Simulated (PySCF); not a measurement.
# Running PySCF for NaC

Input:

```python
from pyscf import gto, scf
from pyscf.prop.polarizability import uhf as pol

mol = gto.M(
    atom='Na 0 0 0; C 0 0 2.285',
    basis='lanl2dz',
    ecp={'Na': 'lanl2dz'},
    charge=0,
    spin=3,
    symmetry=True,
    verbose=4,
)
mf = scf.UHF(mol)
mf.kernel()
print('polarizability (a.u.)')
print(pol.Polarizability(mf).polarizability().round(4))
mf.dip_moment()
print('orbital energies (hartree):', [e[max(0, n-3):n+3].round(4) for e, n in zip(mf.mo_energy, mol.nelec)])
```

```bash
$ OMP_NUM_THREADS=1 python input.py
```

Output (some set-up lines and the per-cycle HOMO/LUMO lines with their warnings removed):

```
PySCF version 2.14.0

[INPUT] Symbol           X                Y                Z      unit          X                Y                Z       unit  Magmom
[INPUT]  1 Na     0.000000000000   0.000000000000   0.000000000000 AA    0.000000000000   0.000000000000   0.000000000000 Bohr   0.0
[INPUT]  2 C      0.000000000000   0.000000000000   2.285000000000 AA    0.000000000000   0.000000000000   4.318024194631 Bohr   0.0

nuclear repulsion = 1.38952440504158
point group symmetry = Coov
symmetry origin: [0.         0.         1.52400854]
symmetry axis x: [1. 0. 0.]
symmetry axis y: [0. 1. 0.]
symmetry axis z: [0. 0. 1.]
num. orbitals of irrep A1 = 9
num. orbitals of irrep E1x = 4
num. orbitals of irrep E1y = 4
number of shells = 9
number of NR pGTOs = 37
number of NR cGTOs = 17
basis = lanl2dz
ecp = {'Na': 'lanl2dz'}

******** <class 'pyscf.scf.uhf_symm.SymAdaptedUHF'> ********
method = SymAdaptedUHF
initial guess = minao
damping factor = 0
level_shift factor = 0
DIIS = <class 'pyscf.scf.diis.CDIIS'>
SCF conv_tol = 1e-09
SCF max_cycles = 50
number electrons alpha = 5  beta = 2
Freeze 0 electrons in irreps []
    7 free electrons in irreps A1 E1x E1y
init E= -37.4470932966785

cycle= 1 E= -37.8696468277209  delta_E= -0.423  |g|= 0.136  |ddm|= 1.06
cycle= 2 E= -37.9019401502945  delta_E= -0.0323  |g|= 0.0731  |ddm|= 0.323
cycle= 3 E= -37.9072543849032  delta_E= -0.00531  |g|= 0.0325  |ddm|= 0.0906
cycle= 4 E= -37.9106887468313  delta_E= -0.00343  |g|= 0.0109  |ddm|= 0.109
cycle= 5 E= -37.911272316522  delta_E= -0.000584  |g|= 0.0036  |ddm|= 0.0549
cycle= 6 E= -37.9113203915317  delta_E= -4.81e-05  |g|= 0.00112  |ddm|= 0.0167
cycle= 7 E= -37.9113254604296  delta_E= -5.07e-06  |g|= 0.000337  |ddm|= 0.00537
cycle= 8 E= -37.911326115954  delta_E= -6.56e-07  |g|= 0.000112  |ddm|= 0.00189
cycle= 9 E= -37.911326178186  delta_E= -6.22e-08  |g|= 3.2e-05  |ddm|= 0.00062
cycle= 10 E= -37.9113261809264  delta_E= -2.74e-09  |g|= 7.76e-06  |ddm|= 0.000133
cycle= 11 E= -37.9113261811902  delta_E= -2.64e-10  |g|= 1.28e-06  |ddm|= 3.96e-05
Extra cycle  E= -37.9113261811941  delta_E= -3.88e-12  |g|= 5e-07  |ddm|= 2.99e-06
converged SCF energy = -37.9113261811941  <S^2> = 3.7546631  2S+1 = 4.0023309
polarizability (a.u.)
Isotropic polarizability 25.9898529048
Polarizability anisotropy 10.2777936182
[[22.5639 -0.     -0.    ]
 [-0.     22.5639 -0.    ]
 [-0.     -0.     32.8417]]
Dipole moment(X, Y, Z, Debye):  0.00000,  0.00000, -8.82057
orbital energies (hartree): [array([-0.2907, -0.2844, -0.2844, -0.0099,  0.0375,  0.0375]), array([-1.11027e+01, -4.18200e-01, -9.80000e-03,  3.34000e-02,
        3.34000e-02])]
```

In short: E(SCF) = -37.911326 Eh, 11 cycles, ⟨S²⟩ = 3.755, μz(SCF) = -8.82 D, α(xx, yy, zz) = 22.6, 22.6, 32.8 bohr³.

Hardware: Intel Xeon Platinum 8488C, 1 thread, shared host. Wall time 1.4 s, peak memory 0.11 GiB.

The bond length is a typed value, not an optimised one. No search for the lowest solution was made.
